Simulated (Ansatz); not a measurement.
The first iterations of a band of C2H4FN (8 atoms, charge 0, multiplicity 1).

Level of theory: RKS PBE0-D4/def2-SVP (Ansatz).

```
movable images  : 7
climbing image  : yes
spring          : 5.0 eV/Å²
optimiser       : quadratic models (default)
start path      : IDPP
force threshold : 0.05 eV/Å
iteration limit : 10
end points      : relaxed
```

Image 0:

```xyz
8
Properties=species:S:1:pos:R:3
C -0.011 0.934 -0.452
N 0.731 -0.256 -0.133
C 0.217 -1.199 0.496
F -1.048 -1.231 0.943
H -0.008 1.073 -1.545
H -1.054 0.938 -0.095
H 0.514 1.805 -0.029
H 0.751 -2.121 0.759
```

Image 8:

```xyz
8
Properties=species:S:1:pos:R:3
C 0.003 0.938 -0.458
N 0.707 -0.266 -0.123
C 0.109 -1.154 0.510
F 0.713 -2.283 0.844
H 0.009 1.074 -1.551
H -1.048 0.970 -0.109
H 0.535 1.805 -0.034
H -0.938 -1.142 0.866
```

| iteration | highest image above the first end (eV) | largest band force component (eV/Å) |
| --- | --- | --- |
| 1 | 1.800 | 2.802 |
| 2 | 1.476 | 2.016 |
| 3 | 1.108 | 1.560 |

Question: Does the band converge within its limit, and where does its top end?

Answer: It did not converge within its limit. It ended after 10 iterations with the highest image 0.748 eV above the first end. The band didn't meet its force threshold, so its energies are provisional: the largest band force was still 0.33 eV/Å, and over the last iterations the top moved between 0.75 and 0.99 eV.

The run took 2.9 min on 1 thread of Intel(R) Xeon(R) Processor @ 2.70GHz (shared host), peak memory 0.15 GiB.
